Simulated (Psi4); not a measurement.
# wB97X/aug-cc-pVTZ run of AlCl (aluminium monochloride)

Aim: the vertical singlet–triplet gap of AlCl (aluminium monochloride) at wB97X/aug-cc-pVTZ, from 2 runs. 

The results are computed with Psi4 1.11.

13 further runs of the same task are left out: 12 that didn't finish, 1 set aside as unsound or not needed.

## 1. The structure to begin with

The species is AlCl (2 atoms), meant as a singlet with charge 0. As SMILES, `[Al][Cl]`. The bond length is the measured one.

Bond lengths: Al1–Cl2 2.130 Å.

## 2. A single-point energy at wB97X/aug-cc-pVTZ

File alcl.xyz:

```xyz
2
AlCl
Al     0.000000     0.000000     0.000000
Cl     0.000000     0.000000     2.130113
```

File run.py:

```python
import psi4

psi4.set_memory(1600000000)
psi4.set_num_threads(1)
psi4.core.set_output_file('run.log', False)

with open('alcl.xyz') as f:
    atoms = ''.join(f.readlines()[2:])
molecule = psi4.geometry('0 1\n' + atoms + 'symmetry c1\nno_reorient\nno_com')

psi4.set_options({
    'basis': 'aug-cc-pVTZ',
    'reference': 'rks',
    'puream': True,
    'e_convergence': 1e-09,
    'd_convergence': 1e-08,
    'scf_type': 'pk',
    'dft_radial_points': 99,
    'dft_spherical_points': 590,
})

e_tot, wfn = psi4.energy('wb97x', molecule=molecule, return_wfn=True)
psi4.oeprop(wfn, 'QUADRUPOLE', 'MAYER_INDICES', 'WIBERG_LOWDIN_INDICES', title='WB97X')
print(f'wb97x energy: {e_tot:.10f} Eh')
```

Started as:

```
$ python run.py
```

run.log:

```text
[...]
  Running in c1 symmetry.
[...]
  Nuclear repulsion =   54.902328448335837
[...]
  Multiplicity = 1
[...]
  Nalpha       = 15
  Nbeta        = 15
[...]
    Number of basis functions: 100
[...]
   @RKS iter   1:  -702.66915220568228   -5.06773e-01   2.82156e-03 ADIIS/DIIS
[...]
   @RKS iter  10:  -702.70009844848482   -4.77485e-12   2.12558e-09 DIIS
[...]
    Orbital Energies [Eh]
    ---------------------
    Doubly Occupied:
       1A   -101.505171     2A    -56.100791     3A     -9.531968
       4A     -7.288941     5A     -7.287259     6A     -7.287259
       7A     -4.273156     8A     -2.823732     9A     -2.823732
      10A     -2.819122    11A     -0.929513    12A     -0.513189
      13A     -0.432816    14A     -0.432816    15A     -0.335976
[...]
  @RKS Final Energy:  -702.70009844848482
   => Energetics <=
    Nuclear Repulsion Energy =             54.9023284483358367
    One-Electron Energy =               -1082.1648662683460316
    Two-Electron Energy =                 360.1844807389994685
    DFT Exchange-Correlation Energy =     -35.6220413674739973
    Empirical Dispersion Energy =           0.0000000000000000
    VV10 Nonlocal Energy =                  0.0000000000000000
    Total Energy =                       -702.7000984484848232
[...]
 Multipole Moments:
 ------------------------------------------------------------------------------------
     Multipole            Electronic (a.u.)      Nuclear  (a.u.)        Total (a.u.)
 ------------------------------------------------------------------------------------
 L = 1.  Multiply by 2.5417464519 to convert [e a0] to [Debye]
 Dipole X            :          0.0000000            0.0000000            0.0000000
 Dipole Y            :          0.0000000            0.0000000            0.0000000
 Dipole Z            :        -69.0309373           68.4306132           -0.6003241
 Magnitude           :                                                    0.6003241
 L = 2.  Multiply by 1.3450342976 to convert [e a0^2] to [Debye ang]
 Quadrupole XX       :        -17.9664645            0.0000000          -17.9664645
 Quadrupole XY       :         -0.0000000            0.0000000           -0.0000000
[...]
```

On the terminal:

```text
wb97x energy: -702.7000984485 Eh
```

Wall time 56 s (1 thread of Intel Xeon at 2.50GHz (Skylake/Cascade Lake), shared host); peak memory 1 GiB.

## 3. The triplet, same level

File alcl.json:

```json
{
  "schema_name": "qcschema_input",
  "schema_version": 1,
  "molecule": {
    "schema_name": "qcschema_molecule",
    "schema_version": 2,
    "symbols": ["Al", "Cl"],
    "geometry": [0.0, 0.0, 0.0, 0.0, 0.0, 4.02533018],
    "molecular_charge": 0,
    "molecular_multiplicity": 3,
    "fix_symmetry": "c1"
  },
  "driver": "energy",
  "model": {
    "method": "wb97x",
    "basis": "aug-cc-pVTZ"
  },
  "keywords": {
    "reference": "uks",
    "puream": true,
    "e_convergence": 1e-09,
    "d_convergence": 1e-08,
    "scf_type": "pk",
    "dft_radial_points": 99,
    "dft_spherical_points": 590,
    "maxiter": 100
  }
}
```

Started as:

```
$ psi4 --qcschema alcl.json -n 1 --memory 1600MB
```

stdout:

```text
[...]
  Running in c1 symmetry.
[...]
  Nuclear repulsion =   54.902328533953948
[...]
  Multiplicity = 3
[...]
  Nalpha       = 16
  Nbeta        = 14
[...]
    Number of basis functions: 100
[...]
   @UKS iter   1:  -702.54715927135965   -3.84780e-01   2.72202e-03 ADIIS/DIIS
[...]
   @UKS iter  12:  -702.58588121083210   -7.61702e-12   8.10541e-09 DIIS
[...]
   @S^2 Observed:                2.001968237E+00
[...]
    Orbital Energies [Eh]
    ---------------------
    Alpha Occupied:
       1A   -101.524476     2A    -56.129172     3A     -9.549566
       4A     -7.309868     5A     -7.304335     6A     -7.303585
       7A     -4.305578     8A     -2.858093     9A     -2.854133
      10A     -2.852515    11A     -0.945465    12A     -0.538713
      13A     -0.447432    14A     -0.444393    15A     -0.392959
      16A     -0.229446
    Alpha Virtual:
      17A     -0.011883    18A      0.027918    19A      0.040497
      20A      0.043362    21A      0.044796    22A      0.081647
      23A      0.097947    24A      0.098852    25A      0.104550
[...]
  @UKS Final Energy:  -702.58588121083210
   => Energetics <=
    Nuclear Repulsion Energy =             54.9023285339539484
    One-Electron Energy =               -1081.4657053017053840
    Two-Electron Energy =                 359.5870856426744808
    DFT Exchange-Correlation Energy =     -35.6095900857550944
    Empirical Dispersion Energy =           0.0000000000000000
    VV10 Nonlocal Energy =                  0.0000000000000000
    Total Energy =                       -702.5858812108319853
[...]
 Multipole Moments:
 ------------------------------------------------------------------------------------
     Multipole            Electronic (a.u.)      Nuclear  (a.u.)        Total (a.u.)
 ------------------------------------------------------------------------------------
 L = 1.  Multiply by 2.5417464519 to convert [e a0] to [Debye]
 Dipole X            :          0.0000000            0.0000000            0.0000000
 Dipole Y            :         -0.0000000            0.0000000           -0.0000000
 Dipole Z            :         -0.9610554            0.2658241           -0.6952313
 Magnitude           :                                                    0.6952313
[...]
```

The result, in JSON:

```text
{
 "driver": "energy",
 "model": {
  "method": "wb97x",
  "basis": "aug-cc-pVTZ"
 },
 "success": true,
 "return_result": -702.5858812108321,
 "properties": {
  "calcinfo_nbasis": 100,
  "calcinfo_nmo": 100,
  "calcinfo_nalpha": 16,
  "calcinfo_nbeta": 14,
  "calcinfo_natom": 2,
  "nuclear_repulsion_energy": 54.90232853395395,
  "return_energy": -702.5858812108321,
  "scf_one_electron_energy": -1081.4657053017054,
  "scf_two_electron_energy": 359.5870856426745,
  "scf_xc_energy": -35.609590085755094,
  "scf_dipole_moment": [4.240044918341912e-15, -1.3792944741657624e-14, -0.6952312515869612],
  "scf_total_energy": -702.5858812108321,
  "scf_iterations": 12
 }
}
```

It took 72 s on 1 thread of Intel Xeon at 2.50GHz (Skylake/Cascade Lake), shared host; peak memory 1 GiB.

## 4. Results

At wB97X/aug-cc-pVTZ:

```
                                        quantity          value
                           singlet: total energy  -702.70010 Eh
                          singlet: dipole moment         1.53 D
                            singlet: HOMO energy       -9.14 eV
                            singlet: LUMO energy        0.11 eV
                          singlet: HOMO–LUMO gap        9.25 eV
                           triplet: total energy  -702.58588 Eh
                          triplet: dipole moment         1.77 D
     triplet: HOMO energy (highest over α and β)       -6.24 eV
      triplet: LUMO energy (lowest over α and β)       -2.90 eV
                                   triplet: ⟨S²⟩          2.002
vertical energy of the triplet above the singlet       3.108 eV
```

At this shape the triplet lies 3.11 eV (72 kcal/mol) above the singlet.
